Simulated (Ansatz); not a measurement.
Worked example: CF⁺, quintet against CF⁺, triplet

Geometry (PBE0/def2-TZVP stationary point of a triplet), kept for both states (CF⁺, triplet: Π; CF⁺, quintet: Π):

```tsv
atom	x (Å)	y (Å)	z (Å)
C	0.0000	0.0000	0.0000
F	0.0000	0.0000	1.2067
```

Basis cc-pVTZ; Ansatz 0.2.0. Correlated methods freeze the noble-gas cores. R marks a restricted (for open shells ROHF) determinant, U an unrestricted one.

Full CI isn't at hand for all of this; UCCSDT(Q) serves as the reference, and is uncertain by about the last step of the cluster series.

```
    level  E(CF⁺, triplet) (hartree)  E(CF⁺, quintet) (hartree)
      UHF                -136.768816                -136.546528
     UMP2                -137.081117                -136.779067
 UCCSD(T)                -137.099130                -136.803005
      PBE                -137.185122                -136.871027
    B3LYP                -137.321793                -137.013185
UCCSDT(Q)                -137.100281                -136.803506
```

Problem. Give the vertical gap, CF⁺ quintet less CF⁺ triplet, at each level in eV (1 hartree = 27.2114 eV), and each error against UCCSDT(Q).

Solution. UCCSDT(Q): (-136.803506 − (-137.100281)) × 27.2114 = 8.076 eV (the reference)
B3LYP: (-137.013185 − (-137.321793)) × 27.2114 = 8.398 eV, error 0.322 eV
PBE: (-136.871027 − (-137.185122)) × 27.2114 = 8.547 eV, error 0.471 eV
UCCSD(T): (-136.803005 − (-137.099130)) × 27.2114 = 8.058 eV, error -0.018 eV
UMP2: (-136.779067 − (-137.081117)) × 27.2114 = 8.219 eV, error 0.143 eV
UHF: (-136.546528 − (-136.768816)) × 27.2114 = 6.049 eV, error -2.027 eV

Total energies of functionals can't be set beside those of wave-function methods, since they hold the core's correlation and their own absolute errors; only the differences compare.

Each level lands on the state that its own search finds. T1 diagnostics of restricted CCSD: 0.029 and 0.013.
